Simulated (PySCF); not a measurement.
One molecule, one basis, several functionals.

PH3O.
InChI=1S/H3OP/c1-2/h2H3

PySCF, def2-SVPD basis, density fitting, gas phase, PBE0-D3(BJ)/def2-SVP geometry; singlet excitations by full TDDFT with frozen cores, triplets by Tamm–Dancoff TDDFT and ionisation energies by ΔSCF, from the lowest of the holes tried. One functional is left out:

```
functional  exact exchange (%)  HOMO energy (eV)  LUMO energy (eV)  lowest singlet excitation (eV)  lowest triplet excitation (eV)  dipole moment (D)  mean polarisability (au)  vertical ionisation energy (eV)
       LDA                   0             -7.02             -1.21                            5.98                            5.62              3.653                      31.9                            11.15
       PBE                   0             -6.92             -0.98                            6.08                            5.65              3.530                      31.4                            10.95
     B3LYP                  20             -8.16             -0.37                            6.44                            6.00              3.769                      30.4                            11.00
 BHandHLYP                  50             -9.85              0.65                            6.99                            6.49              4.025                      28.9                            10.72
```

Task: Predict the row of PBE0 (25 % exact exchange) by straight lines through the other rows, and check it.

Result: 
```json
{"property": "HOMO energy (eV)", "line": "-8.42", "computed": "-8.41", "computed − line": "+0.01", "B3LYP (20 %), for comparison": "-8.16"}
{"property": "LUMO energy (eV)", "line": "-0.22", "computed": "-0.06", "computed − line": "+0.16", "B3LYP (20 %), for comparison": "-0.37"}
{"property": "lowest singlet excitation (eV)", "line": "6.52", "computed": "6.57", "computed − line": "+0.05", "B3LYP (20 %), for comparison": "6.44"}
{"property": "lowest triplet excitation (eV)", "line": "6.07", "computed": "6.08", "computed − line": "+0.01", "B3LYP (20 %), for comparison": "6.00"}
{"property": "dipole moment (D)", "line": "3.809", "computed": "3.777", "computed − line": "-0.032", "B3LYP (20 %), for comparison": "3.769"}
{"property": "mean polarisability (au)", "line": "30.2", "computed": "30.0", "computed − line": "-0.2", "B3LYP (20 %), for comparison": "30.4"}
{"property": "vertical ionisation energy (eV)", "line": "10.91", "computed": "10.92", "computed − line": "+0.01", "B3LYP (20 %), for comparison": "11.00"}
```
